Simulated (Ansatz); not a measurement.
# C3H3FO: up Jacob's ladder to CCSD(T)

An exercise on one series of results from a longer session: the logs are not shown, and one member is left open.

The runs use Ansatz 0.2.0, Gaussian basis; functionals in def2-TZVPP, the program's frozen cores in correlated methods.

Plan: LDA (SPW92), PBE-D4, revPBE-D4, BLYP-D4, r2SCAN-D4, B97M-V, PBE0-D4, B3LYP-D4, r2SCANh-D4, r2SCAN0-D4, HSE06-D4, BHLYP-D4, CAM-B3LYP-D4, LC-ωPBE, ωB97X-V, ωB97M-V, B2PLYP, PBE-QIDH; CCSD(T)/def2-SVP; CCSD(T)/def2-TZVPP; MP2/def2-QZVPP; extrapolation to the limit; RPA on PBE.

## The geometry

The geometry comes from an earlier relaxation with PBE0-D4 in a triple-zeta def2 set; it is a stationary point, not always the lowest conformer.

SMILES `C#COCF`, 8 atoms, charge 0, spin multiplicity 1.

Atoms are counted from 1 here; the program's logs count them from 0.

Bond lengths: C1–C2 1.198 Å, C1–H6 1.063 Å, C2–O3 1.295 Å, O3–C4 1.421 Å, C4–F5 1.343 Å, C4–H7 1.094 Å, C4–H8 1.094 Å. Angles: C2–C1–H6 178.9°, C1–C2–O3 179.3°, C2–O3–C4 113.7°, O3–C4–F5 106.0°, O3–C4–H7 109.4°, O3–C4–H8 109.4°, F5–C4–H7 109.8°, F5–C4–H8 109.8°, H7–C4–H8 112.3°.

Set-up of the first run:

Input file in.yaml:

```yaml
crystal:
  periodic: [false, false, false]
  atoms:
    - {symbol: C, position_ang: [-1.977605, -0.480453, 0.459834]}
    - {symbol: C, position_ang: [-1.048605, 0.094066, -0.033265]}
    - {symbol: O, position_ang: [-0.054154, 0.724492, -0.573200]}
    - {symbol: C, position_ang: [1.216428, 0.193375, -0.222817]}
    - {symbol: F, position_ang: [2.122649, 0.954210, -0.857831]}
    - {symbol: H, position_ang: [-2.814506, -0.976414, 0.887487]}
    - {symbol: H, position_ang: [1.358982, 0.273424, 0.858937]}
    - {symbol: H, position_ang: [1.289009, -0.839901, -0.574948]}
basis:
  gaussian: {orbitals: def2-TZVPP}
hamiltonian: {xc: lda}
output: {orbitals: {seedname: orbitals}}
```

Command:

```
$ ansatz run in.yaml --threads 2 --pin off --events-out ev --progress --plain --max-ram 4352MiB
```

Among the steps run: LDA; PBE-D4 (GGA); revPBE-D4 (GGA); BLYP-D4 (GGA); r2SCAN-D4 (meta-GGA); B97M-V (meta-GGA); B3LYP-D4 (hybrid); r2SCANh-D4 (hybrid); r2SCAN0-D4 (hybrid); HSE06-D4 (hybrid); BHLYP-D4 (hybrid); CAM-B3LYP-D4 (range-separated); LC-ωPBE (range-separated); ωB97X-V (range-separated); ωB97M-V (range-separated); B2PLYP (double hybrid); PBE-QIDH (double hybrid).

One table of the session follows, with a row left open; its other results are not shown here.

It belongs to the step «Frontier levels by functional». 

```
  functional  HOMO (eV)  LUMO (eV)  gap (eV)
 LDA (SPW92)      -6.34      -0.18      6.16
      PBE-D4      -6.14       0.09      6.23
   revPBE-D4      -6.06       0.20      6.26
     BLYP-D4      -6.01       0.20      6.21
   r2SCAN-D4      -6.38       0.45      6.84
      B97M-V      -6.42       0.53      6.95
     PBE0-D4      -7.45       1.19      8.64
    B3LYP-D4      -7.23       0.87      8.10
  r2SCANh-D4          ?          ?         ?
  r2SCAN0-D4      -7.63       1.41      9.03
    HSE06-D4      -7.05       0.80      7.85
    BHLYP-D4      -8.65       1.88     10.53
CAM-B3LYP-D4      -8.85       2.04     10.88
     LC-ωPBE     -10.21       3.40     13.61
     ωB97X-V      -9.83       3.20     13.02
     ωB97M-V      -9.73       2.77     12.50
```

Estimate the missing values for r2SCANh-D4.

Worked estimate for «HOMO (eV)». Against the share of exact exchange, r2SCAN-D4 (0, -6.38), r2SCAN0-D4 (0.25, -7.63) give a slope of -5.00 per unit share; at 0.1 the line stands at -6.88.

The run gave: HOMO (eV): -6.88; LUMO (eV): 0.84; gap (eV): 7.72. In «HOMO (eV)» the line misses by 0.00.
